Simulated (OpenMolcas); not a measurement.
# A workflow on doublet OH

Wanted: a series of 9 runs (ROHF/3-21G, CASSCF(7,5)/3-21G, CASPT2(7,5)/3-21G, CASPT2[IPEA 0](7,5)/3-21G, SC-NEVPT2(7,5)/3-21G, PC-NEVPT2(7,5)/3-21G, MC-PDFT[tPBE](7,5)/3-21G, MRCI(7,5)/3-21G, and more) of doublet OH. 

Program for the calculation: OpenMolcas 26.06.

**1. The system as given**

The species is OH (2 atoms), meant as a doublet with charge 0. As SMILES of the parent species, `[OH-]`. The shape is that of a PBE0-D4/def2-TZVPD optimisation. That shape belongs to the parent species and isn't relaxed for this state.

Bond lengths: O1–H2 0.964 Å.

**2. A single-point energy at ROHF/3-21G (run 1)**

Contents of coord.xyz:

```xyz
2

O      0.411800    -0.131800     0.212500
H     -0.411800     0.131800    -0.212500
```

Contents of step1.inp:

```
>>> EXPORT MOLCAS_PRINT=2
&GATEWAY
BASLIB=$CurrDir
COORD=coord.xyz
BASIS=3-21G
GROUP=NoSym
&SEWARD
&SCF
UHF
SPIN=2
PRORBITALS=1 1
&RASSCF
FILEORB=$Project.UnaOrb
SPIN=2
NACTEL=1 0 0
INACTIVE=4
RAS2=1
OUTORBITALS=Canonical
ORBLISTING=Nothing
```

The basis set 3-21G is read from a file made from the Basis Set Exchange's data (not shown).

Run with:

```sh
$ export MOLCAS_MEM=1860
$ pymolcas step1.inp > step1.log
```

The log of the run:

```text
--- Start Module: gateway ---
[...]
--- Stop Module: gateway /rc=_RC_ALL_IS_WELL_ ---
[...]
      Basis functions           11
[...]
--- Start Module: scf ---
[...]
       Convergence after  10 Iterations
[...]
::    Total SCF energy                                -74.9697949989
[...]
      Total spin, S                                     0.5014826500
[...]
--- Stop Module: scf /rc=_RC_ALL_IS_WELL_ ---
--- Start Module: rasscf ---
[...]
      Number of active orbitals                  1
[...]
      Spin quantum number                      0.5
[...]
      Active orbitals                            1
[...]
      Number of CSFs                             1
[...]
      Number of root(s) required                 1
[...]
      Convergence after  5 iterations
[...]
      printout of CI-coefficients larger than  0.05 for root  1
      energy=     -74.968660
      conf/sym  1     Coeff  Weight
             1  u   1.00000 1.00000
      Natural orbitals and occupation numbers for root  1
      sym 1:   1.000000
      ************************************************************************************************************************
      *                                                    Final results                                                     *
[...]
::    RASSCF root number  1 Total energy:    -74.96865997
[...]
      Total electronic charge=    9.000000
      Total            charge=   -0.000000
[...]
      Dipole Moment (debye):
      Origin of the operator (angstrom)=    0.3630   -0.1162    0.1873
                   X= -1.6991E+00               Y=  5.4381E-01               Z= -8.7678E-01           Total=  1.9878E+00
      Quadrupole Moment (debye*angstrom):
[...]
--- Stop Module: rasscf /rc=_RC_ALL_IS_WELL_ ---
[...]
```

Wall time 2.9 s (1 thread of Intel Xeon Platinum 8259CL at 2.50GHz (Skylake/Cascade Lake), shared host); peak memory 0.37 GiB.

**3. A single-point energy at CASSCF(7,5)/3-21G (run 2)**

coord.xyz is that of step 2.

Contents of step2.inp:

```
>>> EXPORT MOLCAS_PRINT=2
&GATEWAY
BasLib = $CurrDir
Coord = coord.xyz
Basis = 3-21G
Group = NoSym
&SEWARD
&RASSCF
FileOrb = $CurrDir/step1.RasOrb
Spin = 2
Nactel = 7 0 0
Inactive = 1
Ras2 = 5
OrbListing = Nothing
```

The basis set 3-21G is read from a file made from the Basis Set Exchange's data (not shown).

Run with:

```sh
$ export MOLCAS_MEM=1860
$ pymolcas step2.inp > step2.log
```

The log of the run:

```text
--- Start Module: gateway ---
[...]
--- Stop Module: gateway /rc=_RC_ALL_IS_WELL_ ---
--- Start Module: seward ---
[...]
      Basis functions           11
--- Stop Module: seward /rc=_RC_ALL_IS_WELL_ ---
--- Start Module: rasscf ---
[...]
      Number of active orbitals                  5
[...]
      Spin quantum number                      0.5
[...]
      Active orbitals                            5
[...]
      Number of CSFs                            40
[...]
      Number of root(s) required                 1
[...]
      Convergence after 10 iterations
[...]
      printout of CI-coefficients larger than  0.05 for root  1
      energy=     -74.994159
      conf/sym  11111     Coeff  Weight
             1  222u0  -0.99340 0.98684
            22  202u2  -0.10620 0.01128
      Natural orbitals and occupation numbers for root  1
      sym 1:   1.999224   1.976283   1.999681   1.000000   0.024812
      ************************************************************************************************************************
      *                                                    Final results                                                     *
[...]
::    RASSCF root number  1 Total energy:    -74.99415888
[...]
      Total electronic charge=    9.000000
      Total            charge=   -0.000000
[...]
      Dipole Moment (debye):
      Origin of the operator (angstrom)=    0.3630   -0.1162    0.1873
                   X= -1.5909E+00               Y=  5.0917E-01               Z= -8.2093E-01           Total=  1.8612E+00
      Quadrupole Moment (debye*angstrom):
[...]
--- Stop Module: rasscf /rc=_RC_ALL_IS_WELL_ ---
[...]
```

It took 2.5 s on 1 thread of Intel Xeon Platinum 8259CL at 2.50GHz (Skylake/Cascade Lake), shared host; peak memory 0.37 GiB.

Runs 3 to 6 aren't shown in full; the table further down has their settings and results.

**4. The energy at MC-PDFT[tPBE](7,5)/3-21G (run 7)**

coord.xyz is that of step 3.

Contents of step7.input:

```
>>> EXPORT MOLCAS_PRINT=2

&gateway
 baslib
 $CurrDir
 coord
 coord.xyz
 basis
 3-21G
 group
 NoSym

&seward

&rasscf
 fileorb
 $CurrDir/step2.RasOrb
 spin
 2
 nactel
 7 0 0
 inactive
 1
 ras2
 5
 orblisting
 Nothing

&mcpdft
 ksdft
 T:PBE
```

The basis set 3-21G is read from a file made from the Basis Set Exchange's data (not shown).

Run with:

```sh
$ export MOLCAS_MEM=1860
$ pymolcas step7.input > step7.log
```

The log of the run:

```text
--- Start Module: gateway ---
[...]
--- Stop Module: gateway /rc=_RC_ALL_IS_WELL_ ---
[...]
      Basis functions           11
[...]
--- Start Module: rasscf ---
[...]
      Number of active orbitals                  5
[...]
      Spin quantum number                      0.5
[...]
      Active orbitals                            5
[...]
      Number of CSFs                            40
[...]
      Number of root(s) required                 1
[...]
      Convergence after  4 iterations
[...]
      printout of CI-coefficients larger than  0.05 for root  1
      energy=     -74.994159
      conf/sym  11111     Coeff  Weight
             1  222u0  -0.99340 0.98684
            22  202u2  -0.10620 0.01128
      Natural orbitals and occupation numbers for root  1
      sym 1:   1.999224   1.976283   1.999681   1.000000   0.024812
      ************************************************************************************************************************
      *                                                    Final results                                                     *
[...]
::    RASSCF root number  1 Total energy:    -74.99415888
[...]
      Total electronic charge=    9.000000
      Total            charge=    0.000000
[...]
      Dipole Moment (debye):
      Origin of the operator (angstrom)=    0.3630   -0.1162    0.1873
                   X= -1.5909E+00               Y=  5.0917E-01               Z= -8.2093E-01           Total=  1.8612E+00
      Quadrupole Moment (debye*angstrom):
[...]
--- Stop Module: rasscf /rc=_RC_ALL_IS_WELL_ ---
--- Start Module: mcpdft ---
[...]
 ###    WARNING: Deprecation warning: KSDF should be replaced                ###
 ###    with FUNC keyword                                                    ###
 ###############################################################################
[...]
::    MCPDFT root number  1 Total energy:    -75.20287721
--- Stop Module: mcpdft /rc=_RC_ALL_IS_WELL_ ---
[...]
```

Run time: 2.6 s. Hardware: 1 thread of Intel Xeon Platinum 8259CL at 2.50GHz (Skylake/Cascade Lake), shared host; peak memory 0.37 GiB.

Run 8 isn't shown in full; the table further down has it.

**5. A single-point energy at MRACPF(7,5)/3-21G (run 9)**

coord.xyz is that of step 4.

Contents of step9.inp:

```
&GATEWAY
  BasLib = $CurrDir
  Coord = coord.xyz
  Basis = 3-21G
  Group = NoSym

&SEWARD

&RASSCF
  FileOrb = $CurrDir/step2.RasOrb
  Spin = 2
  Nactel = 7 0 0
  Inactive = 1
  Ras2 = 5
  OrbListing = Nothing

&MOTRA
  LumOrb
  Frozen = 1

&GUGA
  Electrons = 7
  Spin = 2
  Inactive = 0
  Active = 5
  CIAll = 1

&MRCI
  ACPF
```

The basis set 3-21G is read from a file made from the Basis Set Exchange's data (not shown).

Run with:

```sh
$ export MOLCAS_MEM=1860
$ pymolcas step9.inp > step9.log
```

The log of the run:

```text
--- Start Module: gateway ---
[...]
--- Stop Module: gateway /rc=_RC_ALL_IS_WELL_ ---
[...]
      Basis functions           11
[...]
      Number of active orbitals                  5
[...]
      Spin quantum number                      0.5
[...]
      Active orbitals                            5
[...]
      Number of CSFs                            40
[...]
      Number of root(s) required                 1
[...]
      Convergence after  4 iterations
[...]
      printout of CI-coefficients larger than  0.05 for root  1
      energy=     -74.994159
      conf/sym  11111     Coeff  Weight
             1  222u0  -0.99340 0.98684
            22  202u2  -0.10620 0.01128
      Natural orbitals and occupation numbers for root  1
      sym 1:   1.999224   1.976283   1.999681   1.000000   0.024812
      ************************************************************************************************************************
      *                                                    Final results                                                     *
[...]
::    RASSCF root number  1 Total energy:    -74.99415888
[...]
      Dipole Moment (debye):
      Origin of the operator (angstrom)=    0.3630   -0.1162    0.1873
                   X= -1.5909E+00               Y=  5.0917E-01               Z= -8.2093E-01           Total=  1.8612E+00
      Quadrupole Moment (debye*angstrom):
[...]
      *** WARNING: Default frozen orbitals is overwritten by user input.
      *** Default values:   1
[...]
--- Start Module: guga ---
[...]
--- Stop Module: guga /rc=_RC_ALL_IS_WELL_ ---
--- Start Module: mrci ---
[...]
       USE THE DEFAULT ACPF G-VALUE GFAC=  0.28571428571428570
[...]
    MR ACPF CALCULATION.
[...]
            REFERENCE CI ENERGY:   -74.99415888
[...]
        ACPF CORRELATION ENERGY:    -0.06881928
                    ACPF ENERGY:   -75.06297816
[...]
      Total electronic charge=    9.000000
      Total            charge=   -0.000000
[...]
  ACPF State   1     Total energy:    -75.06297816
[...]
--- Stop Module: mrci /rc=_RC_ALL_IS_WELL_ ---
[...]
```

It took 2.4 s on 1 thread of Intel Xeon Platinum 8259CL at 2.50GHz (Skylake/Cascade Lake), shared host; peak memory 0.37 GiB.

**6. Overview of the runs**

```tsv
run	level	active rule	inactive	energy (Eh)	dipole moment (D) of the reference	wall time
1	ROHF/3-21G	–	–	-74.968660	1.99	2.9 s
2	CASSCF(7,5)/3-21G	full valence	1	-74.994159	1.86	2.5 s
3	CASPT2(7,5)/3-21G	full valence	1	-75.057923	1.86	2.4 s
4	CASPT2[IPEA 0](7,5)/3-21G	full valence	1	-75.058806	1.86	2.5 s
5	SC-NEVPT2(7,5)/3-21G	full valence	1	-75.053418	1.86	2.4 s
6	PC-NEVPT2(7,5)/3-21G	full valence	1	-75.054003	1.86	2.4 s
7	MC-PDFT[tPBE](7,5)/3-21G	full valence	1	-75.202877	1.86	2.6 s
8	MRCI(7,5)/3-21G	full valence	1	-75.062216	1.86	2.4 s
9	MRACPF(7,5)/3-21G	full valence	1	-75.062978	1.86	2.4 s
```

**7. Outcome**

```
                                                quantity         value
                  run 9, MRACPF(7,5)/3-21G: total energy  -75.06298 Eh
run 9, MRACPF(7,5)/3-21G: dipole moment (CASSCF density)        1.86 D
```

In words: Below the ROHF energy at the same shape and in the same basis (3-21G): CASSCF(7,5) -25.5 mEh; CASPT2(7,5) -89.3 mEh; CASPT2[IPEA 0](7,5) -90.1 mEh; SC-NEVPT2(7,5) -84.8 mEh; PC-NEVPT2(7,5) -85.3 mEh; MRCI(7,5) -93.6 mEh. Active-space methods hold only the correlation inside their space unless a perturbation or CI step follows. All runs together took 23 s, the longest 2.9 s.
